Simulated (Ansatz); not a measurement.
## Energy profile

The step: CH₅BO ([BH2][O][CH3]) → CH₂O ([CH2][O]) + BH₃ (still joined by a long B–O bond); bonds formed: B1–H4; bonds broken: C3–H4; bonds weakened to dative contacts: B1–O2 (atoms numbered as in the saddle structure below).

```
atom    x (Å)    y (Å)    z (Å)
  B1  -0.9329   0.1295   0.3755
  O2  -0.0670  -0.4987  -0.9785
  C3   1.0285  -0.2210  -0.4943
  H4  -0.1712   0.9685   0.8509
  H5  -1.7999   0.6915  -0.2348
  H6  -1.1584  -0.8174   1.0745
  H7   1.7592   0.3614  -1.0750
  H8   1.3418  -0.6135   0.4817
```

Electronic energies by CCSD(T) at an estimated basis limit (MP2 extrapolated from triple and quadruple zeta, plus CCSD(T) − MP2 in triple zeta), on PBE0-D4/def2-TZVP structures; CH$_{5}$BO, closed shell; no counterpoise correction. Ansatz 0.2.0; basis: def2-TZVPP and def2-QZVPP; cores frozen in the correlated methods. Extrapolation: Hartree–Fock as exp(−7.88 √X), correlation as X^−2.97.

Task: Give the profile in eV, counted from the start structure. (Judge from chemistry; the value comes from the calculation.)

Result: The calculation gives:
```json
{"point": "start structure", "eV": "0.000"}
{"point": "saddle", "eV": "2.668"}
{"point": "end structure", "eV": "1.999"}
{"point": "separated: BH$_{3}$ (B1, H4, H5, H6; singlet) + CH$_{2}$O (linked as [CH2][O]; O2, C3, H7, H8; singlet)", "eV": "2.718"}
```

The T1 diagnostic stays at or below 0.020.

For scale, one of the runs: CCSD(T)/def2-TZVPP, 163 basis functions, launched by `ansatz run in.yaml --threads 2 --pin off --events-out ev --progress --plain --max-ram 4352MiB`. The run took 18 s on 2 CPU threads of an Arm Neoverse V2 (shared host), with 1.3 GiB of host memory at its peak.
